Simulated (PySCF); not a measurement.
Species: CH4.
SMILES: `C`

The closed-shell ground state was solved at several levels (PySCF, density fitting, gas phase, non-relativistic). Isolated species at its PBE0-D3(BJ)/def2-SVP geometry, gas phase. The dipole stays under 0.02 D at every level.

| level | basis functions | HOMO (eV) | LUMO (eV) | gap (eV) |
| --- | --- | --- | --- | --- |
| LC-wPBE/def2-SVPD | 52 | -13.93 | 2.59 | 16.52 |
| B3LYP/def2-TZVP | 55 | -10.72 | 1.27 | 11.99 |
| PBE0/6-311+G(2d,p) | 51 | -10.95 | 0.55 | 11.50 |
| PBE0/def2-SVPD | 52 | -10.95 | 0.97 | 11.92 |
| B3LYP/cc-pVTZ | 86 | -10.71 | 1.18 | 11.89 |

(1) Estimate the row for B3LYP/pcJ-2, a basis of 147 functions; the other rows only guide the guess.

(2) Over all these levels, which gives the widest orbital gap and which the narrowest?

(3) How much does the basis alone move the frontier levels among the 3 B3LYP rows (the withheld one included)?

Answers

(1) HOMO -10.73 eV, LUMO 0.64 eV, gap 11.37 eV.

(2) LC-wPBE/def2-SVPD (range-separated hybrid) has the widest, 16.52 eV, and B3LYP/pcJ-2 (global hybrid, 20 % exact exchange) the narrowest, 11.37 eV. Functional and basis both differ between the two, so the spread mixes both effects.

(3) The HOMO by 0.02 eV and the LUMO by 0.63 eV. By rising basis size (HOMO, LUMO in eV): def2-TZVP -10.72, 1.27; cc-pVTZ -10.71, 1.18; pcJ-2 -10.73, 0.64.
